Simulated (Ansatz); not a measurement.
# CCSD(T)/aug-cc-pVDZ run of CH2ClF (chlorofluoromethane)

What is the vertical ionisation energy of CH2ClF (chlorofluoromethane) at CCSD(T)/aug-cc-pVDZ? 

The calculation is run with Ansatz 0.2.0.

68 further runs of the same task are left out: 68 set aside as unsound or not needed.

## 1. The molecule

CH2ClF has 5 atoms, charge 0, and is taken as a singlet. SMILES: `FCCl`. The shape is that of a PBE0-D4/def2-TZVP optimisation.

Bond lengths: F1–C2 1.355 Å, C2–Cl3 1.766 Å, C2–H4 1.089 Å, C2–H5 1.089 Å. Angles: F1–C2–Cl3 110.5°, F1–C2–H4 109.3°, F1–C2–H5 109.3°, Cl3–C2–H4 107.8°, Cl3–C2–H5 107.8°, H4–C2–H5 112.3°.

## 2. A single-point energy at CCSD(T)/aug-cc-pVDZ

in.yaml reads:

```yaml
crystal:
  periodic: [false, false, false]
  atoms:
    - {symbol: F, position_ang: [-0.970450, 0.560520, 0.766500]}
    - {symbol: C, position_ang: [0.083560, 0.089320, 0.058070]}
    - {symbol: Cl, position_ang: [-0.422970, -1.232890, -0.998060]}
    - {symbol: H, position_ang: [0.832130, -0.302600, 0.745580]}
    - {symbol: H, position_ang: [0.477720, 0.885670, -0.572080]}
basis:
  gaussian: {orbitals: aug-cc-pVDZ}
correlation: {method: ccsd_t, frozen_orbitals: {C: 1, Cl: 5, F: 1, H: 0}}
accuracy: high
scf: {omitted_lower_state_checks: [cluster_reference, increment]}
```

On the command line:

```bash
$ ansatz run in.yaml --threads 1 --pin off --max-ram 3480MiB --events-out events.jsonl --progress --plain --runs-dir runs
```

Output (excerpt; [...] marks lines left out):

```text
Warning: RAYON_NUM_THREADS=1 ignored (pool sized by the plan → 1); use --threads N
Functional definition: HF
  name "HF"
[...]
1830 factors; integrals over basis functions are off by at most 4.1e-9 eV
[...]
mean field -16271.94274655 eV, -597.9828664166 hartree, gradient 1.4e-8 eV, S^2 0.000000; 0 other end points of the search recorded, 0 dependent functions left out
7 core orbitals not correlated: weight in the atoms' cores, before any rotation towards them, 1.000 or more for the frozen orbitals, at most 0.000 for the correlated occupied ones
reference -16271.94274655 eV, -597.9828664166 hartree; 10, 10 occupied and 74, 74 virtual orbitals, 1830 factors
second order -13.54195307 eV of doubles, -0.00000000 eV of singles
cycle   1  -13.87315976 eV  change   -3.3e-1 eV  update   8.1e-2
[...]
cycle  20  -14.24697234 eV  change   8.3e-10 eV  update   2.0e-9
perturbative correction -0.40255618 eV, -0.0147936669 hartree
Total energy: -16286.59227507 eV, -598.5212266602 hartree
Checks for a lower state left out: cluster_reference, increment
```

Wall time 7.5 s (1 thread of Arm Neoverse V2, shared host); peak memory 0.46 GiB.

## 3. The doublet cation at the same level

job.yaml reads:

```yaml
crystal:
  periodic: [false, false, false]
  atoms:
    - {symbol: F, position_ang: [-0.970450, 0.560520, 0.766500]}
    - {symbol: C, position_ang: [0.083560, 0.089320, 0.058070]}
    - {symbol: Cl, position_ang: [-0.422970, -1.232890, -0.998060]}
    - {symbol: H, position_ang: [0.832130, -0.302600, 0.745580]}
    - {symbol: H, position_ang: [0.477720, 0.885670, -0.572080]}
basis:
  gaussian:
    orbitals: aug-cc-pVDZ
total_charge: 1
magnetization:
  spin_polarized: true
  initial_magnetization: 1
correlation:
  method: ccsd_t
  frozen_orbitals: {C: 1, Cl: 5, F: 1, H: 0}
accuracy: high
scf:
  omitted_lower_state_checks: [cluster_reference, increment]
```

On the command line:

```bash
$ ansatz run job.yaml --threads 1 --pin off --max-ram 3480MiB --events-out events.jsonl --progress --plain --runs-dir runs
```

Output (excerpt; [...] marks lines left out):

```text
Warning: RAYON_NUM_THREADS=1 ignored (pool sized by the plan → 1); use --threads N
[... 2 set-up lines as earlier in the session ...]
[...]
1830 factors; integrals over basis functions are off by at most 4.1e-9 eV
[...]
mean field -16261.06477941 eV, -597.5831084977 hartree, gradient 5.7e-8 eV, S^2 0.759845; 6 other end points of the search recorded, 0 dependent functions left out
7 core orbitals not correlated: weight in the atoms' cores, before any rotation towards them, 1.000 or more for the frozen orbitals, at most 0.000 for the correlated occupied ones
reference -16261.06477941 eV, -597.5831084977 hartree; 10, 9 occupied and 74, 75 virtual orbitals, 1830 factors
second order -12.58950412 eV of doubles, -0.00000000 eV of singles
cycle   1  -13.01929694 eV  change   -4.3e-1 eV  update   9.2e-2
[...]
cycle  26  -13.48607323 eV  change  -5.6e-10 eV  update  6.2e-10
perturbative correction -0.39972017 eV, -0.0146894452 hartree
Total energy: -16274.95057280 eV, -598.0934019928 hartree
Checks for a lower state left out: cluster_reference, increment
```

Run time: 27 s. Hardware: 1 thread of Arm Neoverse V2, shared host; peak memory 0.83 GiB.

## 4. What came out

Level: CCSD(T)/aug-cc-pVDZ, 7 core orbitals frozen.

```
                                                   quantity          value
                               singlet CH2ClF: total energy  -598.52123 Eh
singlet CH2ClF: correlation energy (7 core orbitals frozen)     -538.4 mEh
                             singlet CH2ClF: (T) correction     -14.79 mEh
                              singlet CH2ClF: T1 diagnostic          0.012
                               doublet cation: total energy  -598.09340 Eh
doublet cation: correlation energy (7 core orbitals frozen)     -510.3 mEh
                             doublet cation: (T) correction     -14.69 mEh
          doublet cation: ⟨S²⟩ of the reference determinant          0.760
                              doublet cation: T1 diagnostic          0.027
         vertical ionisation energy (to the doublet cation)      11.642 eV
```

**Reading.** Removing an electron at fixed nuclei costs 11.64 eV (268 kcal/mol). The triples (singlet CH2ClF) make up 2.7 % of the correlation energy. The triples (doublet cation) make up 2.9 % of the correlation energy.
